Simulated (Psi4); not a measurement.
# SOF2 (SMILES O=S(F)F): levels of theory compared

We compute a comparison of 3 runs (B3LYP/6-31G*, CAM-B3LYP/cc-pVQZ, MP2/pcseg-1) of SOF2. 

The results are computed with Psi4 1.11.

## Step 1: The molecule

SOF2 has 4 atoms, charge 0, and is taken as a singlet. As SMILES, `O=S(F)F`. The shape is that of a PBE0-D4/def2-TZVP optimisation.

Bond lengths: O1–S2 1.419 Å, S2–F3 1.588 Å, S2–F4 1.588 Å. Angles: O1–S2–F3 106.5°, O1–S2–F4 106.4°, F3–S2–F4 93.0°.

## Step 2: Energy and forces at B3LYP/6-31G(d) (Cartesian functions) (run 1)

Contents of input.in:

```
memory 1.6 GB

molecule mol {
  O      0.932400     0.066600    -1.017800
  S     -0.151300    -0.426200    -0.245700
  F     -1.124400     0.804200     0.000400
  F      0.343300    -0.444600     1.263100
  symmetry c1
}

set {
  basis 6-31G*
  reference rks
  puream false
  e_convergence 1e-09
  d_convergence 1e-08
  scf_type pk
  dft_radial_points 99
  dft_spherical_points 590
}

e, wfn = gradient("b3lyp", return_wfn=True)
oeprop(wfn, "WIBERG_LOWDIN_INDICES", "DIPOLE", "MULLIKEN_CHARGES", title="B3LYP")
```

Command:

```bash
psi4 -n 1 input.in input.out
```

input.out:

```text
[...]
  Running in c1 symmetry.
[...]
  Nuclear repulsion =  193.929517133174812
[...]
  Multiplicity = 1
[...]
  Nalpha       = 21
  Nbeta        = 21
[...]
    Number of basis functions: 64
[...]
   @RKS iter   1:  -672.83127926586519    2.20486e-01   1.18849e-02 DIIS/ADIIS
[...]
   @RKS iter  12:  -673.04122162675412   -1.13687e-12   3.93602e-09 DIIS
[...]
  @RKS Final Energy:  -673.04122162675412
   => Energetics <=
    Nuclear Repulsion Energy =            193.9295171331748122
    One-Electron Energy =               -1316.2966863349843152
    Two-Electron Energy =                 493.9343211878916691
    DFT Exchange-Correlation Energy =     -44.6083736128364023
    Empirical Dispersion Energy =           0.0000000000000000
    VV10 Nonlocal Energy =                  0.0000000000000000
    Total Energy =                       -673.0412216267542362
[...]
  -Total Gradient:
     Atom            X                  Y                   Z
    ------   -----------------  -----------------  -----------------
       1       -0.031383737725    -0.012637355709     0.023990714693
       2        0.021646946788     0.029793805620     0.004274944272
       3        0.016311847725    -0.018305757687    -0.004263516631
       4       -0.006579851672     0.001185940651    -0.023958906584
[...]
  Mulliken Charges: (a.u.)
   Center  Symbol    Alpha    Beta     Spin     Total
       1     O     4.22114  4.22114  0.00000 -0.44227
       2     S     7.47169  7.47169  0.00000  1.05662
       3     F     4.65358  4.65358  0.00000 -0.30717
       4     F     4.65359  4.65359  0.00000 -0.30719
   Total alpha = 21.00000, Total beta = 21.00000, Total charge = -0.00000
  Wiberg Bond Indices using Orthogonal Lowdin Orbitals:
[...]
```

Wall time 9 s (1 thread of Intel Xeon Platinum 8488C (Sapphire Rapids), shared host); peak memory 0.61 GiB.

## Step 3: The energy at CAM-B3LYP/cc-pVQZ (density fitting) (run 2)

Contents of f2os.py:

```python
import psi4

psi4.set_memory(1600000000)
psi4.set_num_threads(1)
psi4.core.set_output_file('output.dat', False)

molecule = psi4.geometry("""
O      0.932400     0.066600    -1.017800
S     -0.151300    -0.426200    -0.245700
F     -1.124400     0.804200     0.000400
F      0.343300    -0.444600     1.263100
units angstrom
""")

psi4.set_options({
    'basis': 'cc-pVQZ',
    'scf_type': 'df',
})

result, w = psi4.energy('cam-b3lyp', return_wfn=True)
print('E =', round(result, 9))
```

Command:

```bash
python f2os.py
```

output.dat:

```text
[...]
  Running in c1 symmetry.
[...]
  Nuclear repulsion =  193.929517133174812
[...]
  Multiplicity = 1
[...]
  Nalpha       = 21
  Nbeta        = 21
[...]
    Number of basis functions: 224
[...]
   @DF-RKS iter   1:  -672.98384475845751    1.30918e-01   3.58103e-03 DIIS/ADIIS
[...]
   @DF-RKS iter   8:  -673.19241215493344   -4.51219e-08   4.12304e-07 DIIS
[...]
  @DF-RKS Final Energy:  -673.19241215493344
   => Energetics <=
    Nuclear Repulsion Energy =            193.9295171331748122
    One-Electron Energy =               -1316.2721698224077045
    Two-Electron Energy =                 490.8205622305926568
    DFT Exchange-Correlation Energy =     -41.6703216962931791
    Empirical Dispersion Energy =           0.0000000000000000
    VV10 Nonlocal Energy =                  0.0000000000000000
    Total Energy =                       -673.1924121549333222
[...]
 Multipole Moments:
 ------------------------------------------------------------------------------------
     Multipole            Electronic (a.u.)      Nuclear  (a.u.)        Total (a.u.)
 ------------------------------------------------------------------------------------
 L = 1.  Multiply by 2.5417464519 to convert [e a0] to [Debye]
 Dipole X            :         -1.0966228            0.6345250           -0.4620978
 Dipole Y            :         -0.0383988           -0.4738255           -0.5122243
 Dipole Z            :          1.2364572           -1.2061231            0.0303341
 Magnitude           :                                                    0.6905275
[...]
```

Standard output:

```text
E = -673.192412155
```

Wall time 11 s (1 thread of Intel Xeon Platinum 8488C (Sapphire Rapids), shared host); peak memory 1.2 GiB.

## Step 4: A single-point energy at MP2/pcseg-1 (run 3)

Contents of f2os.in:

```
memory 1600 MB

molecule {
  0 1
  O      0.932400     0.066600    -1.017800
  S     -0.151300    -0.426200    -0.245700
  F     -1.124400     0.804200     0.000400
  F      0.343300    -0.444600     1.263100
  symmetry c1
}

set basis pcseg-1
set puream true
set e_convergence 1e-09
set d_convergence 1e-08
set scf_type pk
set num_frozen_docc 8
set mp2_type conv

energy('mp2')
print_variables()
```

Command:

```bash
psi4 f2os.in f2os.out -n 1
```

f2os.out:

```text
[...]
  Running in c1 symmetry.
[...]
  Nuclear repulsion =  193.929517133174812
[...]
  Multiplicity = 1
[...]
  Nalpha       = 21
  Nbeta        = 21
[...]
    Number of basis functions: 60
[...]
   @RHF iter   1:  -670.92879584794775   -2.54255e-02   1.00160e-02 DIIS/ADIIS
[...]
   @RHF iter  12:  -671.07756828209392   -6.70752e-12   7.32667e-09 DIIS
[...]
  @RHF Final Energy:  -671.07756828209392
   => Energetics <=
    Nuclear Repulsion Energy =            193.9295171331748122
    One-Electron Energy =               -1314.8268567486561551
    Two-Electron Energy =                 449.8197713333873935
    Total Energy =                       -671.0775682820939210
[...]
 Multipole Moments:
 ------------------------------------------------------------------------------------
     Multipole            Electronic (a.u.)      Nuclear  (a.u.)        Total (a.u.)
 ------------------------------------------------------------------------------------
 L = 1.  Multiply by 2.5417464519 to convert [e a0] to [Debye]
 Dipole X            :         -1.2133689            0.6345250           -0.5788439
 Dipole Y            :         -0.2411148           -0.4738255           -0.7149403
 Dipole Z            :          1.1716304           -1.2061231           -0.0344927
 Magnitude           :                                                    0.9205377
[...]
	SCS-MP2 Total Energy (a.u.)        :  -671.74823543872890
	SOS-MP2 Total Energy (a.u.)        :  -671.68207347621706
	SCSN-MP2 Total Energy (a.u.)       :  -671.42690344415598
[...]
	SOS-PI-MP2 Total Energy (a.u.)     :  -671.78282434190419
[...]
	MP2 Total Energy (a.u.)            :  -671.77980849806499
[...]
```

Wall time 2.1 s (1 thread of Intel Xeon Platinum 8488C (Sapphire Rapids), shared host); peak memory 0.24 GiB.

## Step 5: The series

| run | level | task | integrals | energy (Eh) | dipole moment (D) | HOMO energy (eV) | LUMO energy (eV) | wall time |
| --- | --- | --- | --- | --- | --- | --- | --- | --- |
| 1 | B3LYP/6-31G* (Cartesian functions) | gradient | pk | -673.041222 | 1.73 | -9.03 | -0.97 | 9 s |
| 2 | CAM-B3LYP/cc-pVQZ (density fitting) | energy | df | -673.192412 | 1.76 | -11.18 | -0.02 | 11 s |
| 3 | MP2/pcseg-1 | energy | pk | -671.779808 | – | -13.65 | 2.86 | 2.1 s |

## Step 6: Outcome

```
                                          quantity          value
                               run 3: total energy  -671.77981 Eh
        run 3: HOMO energy (Hartree–Fock orbitals)      -13.65 eV
        run 3: LUMO energy (Hartree–Fock orbitals)        2.86 eV
      run 3: HOMO–LUMO gap (Hartree–Fock orbitals)       16.51 eV
run 3: correlation energy (8 core orbitals frozen)     -702.2 mEh
```

**Reading.** Totals of different functionals can't be ranked against each other. All runs together took 22 s, the longest 11 s.
